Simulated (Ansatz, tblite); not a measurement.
Forces on Si(OH)2H2 (SiO2H4) at its PBE-D4/def2-TZVP geometry. The state is a singlet with charge 0.

The xTB rows come from tblite.

GFN2-xTB (tblite), largest force 1.05 eV/Å:

```xyz
7
positions Å, forces eV/Å
Si    0.077   -0.247   -0.346   -0.050    0.068   -0.276
O    -1.446   -0.157    0.308    0.918   -0.220    0.390
H    -1.540   -0.436    1.230   -0.111    0.223   -0.648
O     0.907    1.188   -0.331   -0.302   -0.706    0.721
H     1.245    1.497    0.523   -0.198   -0.066   -0.641
H    -0.092   -0.556   -1.788    0.021    0.258    0.683
H     0.849   -1.290    0.405   -0.278    0.444   -0.230
```

PBE-D4/def2-TZVP (Ansatz), largest force 0.02 eV/Å:

```
Si -0.006 0.006 -0.007
O -0.006 -0.007 -0.008
H -0.001 0.004 0.003
O 0.000 0.004 -0.006
H 0.004 0.004 0.002
H 0.002 0.004 0.016
H 0.008 -0.015 -0.001
```

B97M-V/def2-TZVP (Ansatz), largest force 0.70 eV/Å:

```
Si -0.229 0.473 0.152
O 0.595 -0.201 0.303
H 0.087 0.178 -0.606
O -0.152 -0.416 0.532
H -0.233 -0.221 -0.546
H 0.039 0.048 0.284
H -0.107 0.140 -0.118
```
